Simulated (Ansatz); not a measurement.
**CH₂Cl+: functionals against CCSD(T) at one geometry**

The task here is to estimate one member of a computed series from the others.

Program: Ansatz 0.2.0, Gaussian basis. Level of theory: single points in def2-TZVPP. These are calculated values, not measurements.

Cores are frozen in the correlated methods.

**Starting geometry**

SMILES `[CH2+]Cl`, 4 atoms, charge 1, spin multiplicity 1.

Atoms are counted from 1 here; the program's logs count them from 0.

Bond lengths: C1–Cl2 1.505 Å, C1–H3 1.190 Å, C1–H4 1.109 Å. Angles: Cl2–C1–H3 129.1°, Cl2–C1–H4 120.1°, H3–C1–H4 106.4°.

Coordinates:

| atom | x (Å) | y (Å) | z (Å) |
| --- | --- | --- | --- |
| C1 | -0.1761 | -0.0194 | 0.0159 |
| Cl2 | 1.2173 | 0.2159 | 0.5339 |
| H3 | -0.7957 | -1.0342 | -0.0355 |
| H4 | -0.5975 | 0.6437 | -0.7662 |

The first run:

File run/in.yaml:

```yaml
crystal:
  periodic: [false, false, false]
  atoms:
    - {symbol: C, position_ang: [-0.176100, -0.019400, 0.015900]}
    - {symbol: Cl, position_ang: [1.217300, 0.215900, 0.533900]}
    - {symbol: H, position_ang: [-0.795700, -1.034200, -0.035500]}
    - {symbol: H, position_ang: [-0.597500, 0.643700, -0.766200]}
basis:
  gaussian: {orbitals: def2-TZVPP}
total_charge: 1
correlation: {method: ccsd_t}
output: {forces: true}
```

The command line of these runs was not kept.

Among the steps run: CCSD(T)/def2-TZVPP; PBE0-D4/def2-TZVPP; wB97M-V/def2-TZVPP; r2SCAN-D4/def2-TZVPP; PBE-D4/def2-TZVPP; CAM-B3LYP-D4/def2-TZVPP; LC-wPBE/def2-TZVPP.

One of the session's tables, all rows but one given; the rest of the session is left out.

| method | RMS force component (eV/Å) | angle to CCSD(T) forces (°) |
| --- | --- | --- |
| CCSD(T) | 2.647 | reference |
| PBE0-D4 | ? | ? |
| wB97M-V | 2.504 | 2.0 |
| r2SCAN-D4 | 2.492 | 1.4 |
| PBE-D4 | 2.488 | 3.1 |
| CAM-B3LYP-D4 | 2.457 | 2.8 |
| LC-wPBE | 2.362 | 4.6 |

Estimate the missing values for PBE0-D4.

**Answer.** RMS force component (eV/Å): 2.441; angle to CCSD(T) forces (°): 2.3. In the column «RMS force component (eV/Å)» it lies between LC-wPBE (2.362) and CAM-B3LYP-D4 (2.457).
